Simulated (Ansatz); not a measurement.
Compare A (`FC1N=CN1`) with its isomer B (`NC1(F)C=N1`).

Gas-phase electronic energies from Ansatz, PBE0-D4/def2-TZVP geometries. CBS: MP2 limit from def2 TZ/QZ plus the TZ coupled-cluster correction, frozen cores. DFT in def2-TZVPP. B3LYP here is the variant with VWN-RPA as its local correlation; programs differ in this. One conformer a species, not always the lowest.

A:

```xyz
8

F    -0.147   -0.074    1.871
C     0.344   -0.413    0.660
N    -0.619   -1.083   -0.222
C    -0.528   -0.033   -0.958
N     0.437    0.720   -0.284
H     1.284   -0.952    0.795
H    -0.989    0.185   -1.919
H     0.218    1.649    0.056
```

B:

```xyz
8

N     0.624   -0.101   -1.092
C    -0.239   -0.298    0.000
F    -0.959   -1.431   -0.203
C    -0.057    0.184    1.318
N    -0.975    0.781    0.678
H     1.090    0.793   -1.035
H     0.113   -0.160   -1.965
H     0.403    0.233    2.299
```

Which is lower in electronic energy at CCSD(T)/CBS, and by how much? (An estimate is asked.)

Computed: A, by 8.4 kcal/mol.

Give E(B) − E(A) in kcal/mol with ωB97M-V, B3LYP, B2PLYP, PBE-D4, HF/def2-TZVPP, CCSD(T)/def2-SVP, LDA (SPW92). (Best estimate.)

Computed: ωB97M-V 8.5, B3LYP 8.3, B2PLYP 8.3, PBE-D4 8.7, HF/def2-TZVPP 9.7, CCSD(T)/def2-SVP 8.5, LDA (SPW92) 10.3. None reverses the order clearly.

Does the order hold for the free energy at 298.15 K (harmonic terms from PBE0-D4)? (An estimate is asked.)

Ansatz gave: Yes: G(B) − G(A) = +6.7 kcal/mol, for one conformer each.

Largest T1 diagnostic: 0.013.

In def2-TZVPP, CCSD(T) changes the Hartree–Fock value by −0.7 kcal/mol (the triples alone add +0.1 kcal/mol) and MP2 by −1.9 kcal/mol. From BLYP to BHLYP (50 % exact exchange), in def2-TZVPP and without D4, E(B) − E(A) moves by +1.2 kcal/mol.
